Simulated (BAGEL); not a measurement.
# doublet C2H3ClFN+ at 4 levels

Aim: a comparison of 4 runs (UHF/STO-3G, UHF/3-21G, ROHF/6-31G*, ROHF/def2-SVP) of doublet C2H3ClFN+. 

Program for the calculation: BAGEL 1.2.2.

## (1) The system as given

The species is C2H3ClFN+ (8 atoms), meant as a doublet with charge +1. As SMILES of the parent species, `C/N=C(\F)Cl`. The coordinates come from a PBE0-D4/def2-TZVP relaxation. That shape belongs to the parent species and isn't relaxed for this state.

Bond lengths: C1–N2 1.443 Å, N2–C3 1.234 Å, C3–F4 1.335 Å, C3–Cl5 1.711 Å, C1–H6 1.092 Å, C1–H7 1.093 Å, C1–H8 1.092 Å. Angles: C1–N2–C3 121.1°, N2–C3–F4 126.1°, N2–C3–Cl5 123.8°, F4–C3–Cl5 110.2°, N2–C1–H6 108.4°, N2–C1–H7 114.4°, N2–C1–H8 108.4°, H6–C1–H7 109.2°, H6–C1–H8 107.0°, H7–C1–H8 109.2°.

## (2) The energy at UHF/STO-3G (density fitting with qzvpp-jkfit) (run 1)

The input, hf.json:

```json
{ "bagel": [

{
  "title": "molecule",
  "basis": "sto-3g",
  "df_basis": "qzvpp-jkfit",
  "angstrom": true,
  "geometry": [
    { "atom": "C", "xyz": [   -1.051700,    0.314700,    0.018100 ] },
    { "atom": "N", "xyz": [    0.334900,    0.581400,   -0.279000 ] },
    { "atom": "C", "xyz": [    1.206400,   -0.268200,   -0.073800 ] },
    { "atom": "F", "xyz": [    1.010700,   -1.491400,    0.425000 ] },
    { "atom": "Cl", "xyz": [    2.867500,   -0.023900,   -0.400900 ] },
    { "atom": "H", "xyz": [   -1.403400,    1.068500,    0.725600 ] },
    { "atom": "H", "xyz": [   -1.241300,   -0.680200,    0.428300 ] },
    { "atom": "H", "xyz": [   -1.630900,    0.442100,   -0.898900 ] }
  ]
},
{
  "title": "uhf",
  "charge": 1,
  "nopen": 1
},
{
  "title": "print",
  "file": "orbitals.molden",
  "orbitals": true
}

]}
```

Started as:

```
BAGEL_NUM_THREADS=1 BAGEL hf.json > hf.out
```

The log of the run:

```text
* using 1 threads per process

  ===============================================================
  ===============================================================

  *** Geometry ***

  { "atom" : "C", "xyz" : [     -1.987425,      0.594697,      0.034204 ] },
  { "atom" : "N", "xyz" : [      0.632869,      1.098687,     -0.527234 ] },
  { "atom" : "C", "xyz" : [      2.279766,     -0.506825,     -0.139462 ] },
[... 4 lines of this table left out ...]
  { "atom" : "H", "xyz" : [     -3.081954,      0.835448,     -1.698675 ] },

  Number of auxiliary basis functions:      486

  Since a DF basis is specified, we compute 2- and 3-index integrals:
    o Being stored without compression. Storage requirement is 0.004 GB

  Number of basis functions:       32
  Number of electrons      :       48

    * METHOD: MOLECULE                             0.18

  *** Open-shell HF ***

  === Nuclear Repulsion ===
   218.5270225841

      * DIIS with orbital gradients will be used.

  === UHF iteration (sto-3g) ===
      0       -682.32193904          0.04907664           0.05
      1       -682.50142363          0.02396574           0.04
      2       -682.53594751          0.01083991           0.04
[... 30 lines of this table left out ...]
     33       -682.54525233          0.00000000           0.05
    * SCF iteration converged.

    * S^2 (UHF) is 0.7652

    * Permanent dipole moment:
           (    1.274327,     0.079776,    -0.209369) a.u.

    * METHOD: UHF                                  1.84

    * METHOD: PRINT                                0.00

  ===============================================================
```

Run time: 2.2 s. Hardware: 1 thread of Arm Neoverse V2, shared host; peak memory 0.084 GiB.

## (3) The energy at UHF/3-21G (density fitting with qzvpp-jkfit) (run 2)

The input, input.json:

```json
{ "bagel": [

{
  "title": "molecule",
  "basis": "3-21g",
  "df_basis": "qzvpp-jkfit",
  "angstrom": true,
  "geometry": [
    { "atom": "C", "xyz": [      -1.051700,       0.314700,       0.018100 ] },
    { "atom": "N", "xyz": [       0.334900,       0.581400,      -0.279000 ] },
    { "atom": "C", "xyz": [       1.206400,      -0.268200,      -0.073800 ] },
    { "atom": "F", "xyz": [       1.010700,      -1.491400,       0.425000 ] },
    { "atom": "Cl", "xyz": [       2.867500,      -0.023900,      -0.400900 ] },
    { "atom": "H", "xyz": [      -1.403400,       1.068500,       0.725600 ] },
    { "atom": "H", "xyz": [      -1.241300,      -0.680200,       0.428300 ] },
    { "atom": "H", "xyz": [      -1.630900,       0.442100,      -0.898900 ] }
  ]
},

{
  "title": "uhf",
  "charge": 1,
  "nopen": 1
},

{
  "title": "print",
  "file": "orbitals.molden",
  "orbitals": true
}

]}
```

Started as:

```
BAGEL_NUM_THREADS=1 BAGEL input.json > input.out
```

The log of the run:

```text
* using 1 threads per process

  ===============================================================
  ===============================================================

  *** Geometry ***

  { "atom" : "C", "xyz" : [     -1.987425,      0.594697,      0.034204 ] },
  { "atom" : "N", "xyz" : [      0.632869,      1.098687,     -0.527234 ] },
  { "atom" : "C", "xyz" : [      2.279766,     -0.506825,     -0.139462 ] },
[... 4 lines of this table left out ...]
  { "atom" : "H", "xyz" : [     -3.081954,      0.835448,     -1.698675 ] },

  Number of auxiliary basis functions:      486

  Since a DF basis is specified, we compute 2- and 3-index integrals:
    o Being stored without compression. Storage requirement is 0.012 GB

  Number of basis functions:       55
  Number of electrons      :       48

    * METHOD: MOLECULE                             0.18

  *** Open-shell HF ***

  === Nuclear Repulsion ===
   218.5270225841

      * DIIS with orbital gradients will be used.

  === UHF iteration (3-21g) ===
      0       -686.77586460          0.04745804           0.10
      1       -686.90146472          0.03071526           0.10
      2       -686.93780311          0.01909490           0.08
[... 52 lines of this table left out ...]
     55       -686.96050526          0.00000001           0.10
    * SCF iteration converged.

    * S^2 (UHF) is 0.7700

    * Permanent dipole moment:
           (    1.078994,    -0.318411,    -0.028508) a.u.

    * METHOD: UHF                                  5.58

    * METHOD: PRINT                                0.01

  ===============================================================
```

Wall time 6 s (1 thread of Arm Neoverse V2, shared host); peak memory 0.086 GiB.

## (4) The energy at ROHF/6-31G(d) (density fitting with qzvpp-jkfit, spherical functions) (run 3)

The input, hf.json:

```json
{ "bagel" : [

{
  "title" : "molecule",
  "basis" : "6-31gs.json",
  "df_basis" : "qzvpp-jkfit",
  "angstrom" : true,
  "geometry" : [
    { "atom" : "C", "xyz" : [   -1.051700,    0.314700,    0.018100 ] },
    { "atom" : "N", "xyz" : [    0.334900,    0.581400,   -0.279000 ] },
    { "atom" : "C", "xyz" : [    1.206400,   -0.268200,   -0.073800 ] },
    { "atom" : "F", "xyz" : [    1.010700,   -1.491400,    0.425000 ] },
    { "atom" : "Cl", "xyz" : [    2.867500,   -0.023900,   -0.400900 ] },
    { "atom" : "H", "xyz" : [   -1.403400,    1.068500,    0.725600 ] },
    { "atom" : "H", "xyz" : [   -1.241300,   -0.680200,    0.428300 ] },
    { "atom" : "H", "xyz" : [   -1.630900,    0.442100,   -0.898900 ] }
  ]
},
{ "title" : "rohf", "charge" : 1, "nopen" : 1 },
{ "title" : "print", "file" : "orbitals.molden", "orbitals" : true }

]}
```

The basis set 6-31G* is read from a file made from the Basis Set Exchange's data (not shown).

Started as:

```
BAGEL_NUM_THREADS=1 BAGEL hf.json > hf.out
```

The log of the run:

```text
* using 1 threads per process

  ===============================================================
  ===============================================================

  *** Geometry ***

  { "atom" : "C", "xyz" : [     -1.987425,      0.594697,      0.034204 ] },
  { "atom" : "N", "xyz" : [      0.632869,      1.098687,     -0.527234 ] },
  { "atom" : "C", "xyz" : [      2.279766,     -0.506825,     -0.139462 ] },
[... 4 lines of this table left out ...]
  { "atom" : "H", "xyz" : [     -3.081954,      0.835448,     -1.698675 ] },

  Number of auxiliary basis functions:      486

  Since a DF basis is specified, we compute 2- and 3-index integrals:
    o Being stored without compression. Storage requirement is 0.025 GB

  Number of basis functions:       80
  Number of electrons      :       48

    * METHOD: MOLECULE                             0.24

  *** Open-shell HF ***

  === Nuclear Repulsion ===
   218.5270225841

      * DIIS with orbital gradients will be used.

  === ROHF iteration (6-31gs.json) ===
      0       -690.23616409          0.03958255           0.16
      1       -690.36584846          0.02562060           0.16
      2       -690.40819880          0.01655044           0.16
[... 31 lines of this table left out ...]
     34       -690.44009615          0.00000001           0.16
    * SCF iteration converged.

    * S^2 (ROHF) is 0.7500

    * Permanent dipole moment:
           (    1.120455,    -0.335370,    -0.027901) a.u.

    * METHOD: ROHF                                 5.53

    * METHOD: PRINT                                0.01

  ===============================================================
```

Wall time 6 s (1 thread of Arm Neoverse V2, shared host); peak memory 0.11 GiB.

## (5) The energy at ROHF/def2-SVP (density fitting with qzvpp-jkfit) (run 4)

Changes to input.json since step 3:

```diff
@@ -4,5 +4,5 @@
   "title": "molecule",
-  "basis": "3-21g",
+  "basis": "svp",
   "df_basis": "qzvpp-jkfit",
-  "angstrom": true,
+  "angstrom": "true",
   "geometry": [
@@ -19,13 +19,5 @@
 
-{
-  "title": "uhf",
-  "charge": 1,
-  "nopen": 1
-},
+{ "title": "rohf", "charge": 1, "nopen": 1 },
 
-{
-  "title": "print",
-  "file": "orbitals.molden",
-  "orbitals": true
-}
+{ "title": "print", "file": "orbitals.molden", "orbitals": "true" }
```

Started as:

```
BAGEL_NUM_THREADS=1 BAGEL input.json > input.out
```

The log of the run:

```text
* using 1 threads per process

  ===============================================================
  ===============================================================

  *** Geometry ***

  { "atom" : "C", "xyz" : [     -1.987425,      0.594697,      0.034204 ] },
  { "atom" : "N", "xyz" : [      0.632869,      1.098687,     -0.527234 ] },
  { "atom" : "C", "xyz" : [      2.279766,     -0.506825,     -0.139462 ] },
[... 4 lines of this table left out ...]
  { "atom" : "H", "xyz" : [     -3.081954,      0.835448,     -1.698675 ] },

  Number of auxiliary basis functions:      486

  Since a DF basis is specified, we compute 2- and 3-index integrals:
    o Being stored without compression. Storage requirement is 0.031 GB

  Number of basis functions:       89
  Number of electrons      :       48

    * METHOD: MOLECULE                             0.23

  *** Open-shell HF ***

  === Nuclear Repulsion ===
   218.5270225841

      * DIIS with orbital gradients will be used.

  === ROHF iteration (svp) ===
      0       -689.93624651          0.03321468           0.18
      1       -690.05943560          0.02173659           0.15
      2       -690.09995042          0.01413560           0.16
[... 28 lines of this table left out ...]
     31       -690.13142199          0.00000001           0.18
    * SCF iteration converged.

    * S^2 (ROHF) is 0.7500

    * Permanent dipole moment:
           (    1.140709,    -0.373360,    -0.016070) a.u.

    * METHOD: ROHF                                 5.78

    * METHOD: PRINT                                0.01

  ===============================================================
```

It took 6.3 s on 1 thread of Arm Neoverse V2, shared host; peak memory 0.13 GiB.

## (6) Overview of the runs

```csv
run,level,energy (Eh),⟨S²⟩,wall time
1,UHF/STO-3G (density fitting with qzvpp-jkfit),-682.545252,0.765,2.2 s
2,UHF/3-21G (density fitting with qzvpp-jkfit),-686.960505,0.770,6 s
3,"ROHF/6-31G* (density fitting with qzvpp-jkfit, spherical functions)",-690.440096,0.750,6 s
4,ROHF/def2-SVP (density fitting with qzvpp-jkfit),-690.131422,0.750,6.3 s
```

## (7) Results

```
           quantity          value
run 4: total energy  -690.13142 Eh
        run 4: ⟨S²⟩          0.750
```

What this shows: In run 1 the basis is minimal, so the values are rough. All runs together took 21 s, the longest 6.3 s.
